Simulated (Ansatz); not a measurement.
# BFH2O: the cost of one run

All numbers below are computed with Ansatz 0.2.0 (RKS B3LYP-D4/6-31G*).

## Step 1: The starting structure

Bond lengths: B1–O2 1.410 Å, O2–H3 1.010 Å, B1–F4 1.320 Å, B1–H5 1.190 Å. Angles: B1–O2–H3 109.5°, O2–B1–F4 120.0°, O2–B1–H5 120.0°, F4–B1–H5 120.0°.

Coordinates:

```xyz
5

B     0.0000    0.0000    0.0000
O     0.0000    0.0000    1.4100
H    -0.9095   -0.2814    1.7471
F     1.1431    0.0000   -0.6600
H    -1.0305    0.0000   -0.5950
```

## Step 2: Relaxing the start

input.yaml

```yaml
crystal:
  periodic: [false, false, false]
  atoms:
    - { symbol: B, position_ang: [0.0, 0.0, 0.0] }
    - { symbol: O, position_ang: [0.0, 0.0, 1.41] }
    - { symbol: H, position_ang: [-0.9095, -0.2814, 1.7471] }
    - { symbol: F, position_ang: [1.1431, 0.0, -0.66] }
    - { symbol: H, position_ang: [-1.0305, 0.0, -0.595] }
basis:
  gaussian: { orbitals: "6-31G*" }
hamiltonian:
  xc: b3lyp
  dispersion: d4
relax:
  f_tol: 0.02
  max_steps: 40
output:
  orbitals: {}
```

Started as:

```console
$ ansatz run input.yaml --threads 1 --pin off --max-ram 2048MiB --backend cpu --events-out ev --progress --plain --runs-dir out
```

Q: Estimate wall time and peak memory on 1 thread of Arm Neoverse V1, shared host.

About 7.7 s, with a peak of 0.12 GiB.
